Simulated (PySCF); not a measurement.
nitrogen dioxide (NO2), SMILES [O]N=O, multiplicity 2. Geometry: PBE-D3(BJ)/def2-TZVP.

Computed equilibrium geometry at PBE-D3(BJ)/def2-TZVP (PySCF confirms it by a frequency run) as bond lengths and angles, and its point group:
point group C2v.
Atoms: O1 N2 O3. Bonded distances (Å): O1–N2 1.204, N2–O3 1.204. Bond angles (°): O1–N2–O3 134.0.
Charge 0, spin multiplicity 2.
